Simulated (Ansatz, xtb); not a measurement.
# C2H2B−: 3 structures ranked

3 gas-phase structures of C2H2B−, found in a search over its isomers (lower ones may exist). Each was relaxed with GFN2-xTB:

A. `BC#[C-]`, a singlet
B. a singlet given by its coordinates
C. `B=C=[CH-]`, a singlet

B (Å):

```xyz
5

C    -2.2467   -0.5812    2.2330
C    -1.7954    0.3938    1.3204
B    -0.8641   -0.7028    1.5045
H     0.2104   -1.1402    1.1666
H    -2.1490    1.3495    0.8917
```

Close contacts (Å): C1–C2 1.41, C1–B3 1.57, C2–B3 1.45, C2–H5 1.11, B3–H4 1.21.

Question: Make a reasoned guess at their ranking by r2SCAN-D4/def2-SVPD single-point energy.

Answer: Calculated order at r2SCAN-D4/def2-SVPD: A (0.0), B (12.2), C (33.7) kcal/mol.

Energies above the lowest of each column, in kcal/mol; the last columns are at PBE0-D4/def2-TZVPD geometries and were run for some of them only (a dash: not run or not comparable):

| structure | GFN2-xTB | HF/STO-3G | r2SCAN-D4/def2-SVPD | PBE0-D4/def2-TZVPD | CCSD(T)/def2-TZVPPD |
| --- | --- | --- | --- | --- | --- |
| A | 0.0 | 0.0 | 0.0 | 0.0 | 0.0 |
| B | 31.1 | 15.3 | 12.2 | 10.5 | 15.8 |
| C | 37.2 | 62.9 | 33.7 | – | – |

Every level run on A puts it lowest or level with the lowest. Frequencies (PBE0-D4/def2-TZVPD) were run for A, B alone.

Programs: Ansatz 0.2.0, xtb 6.7.1.
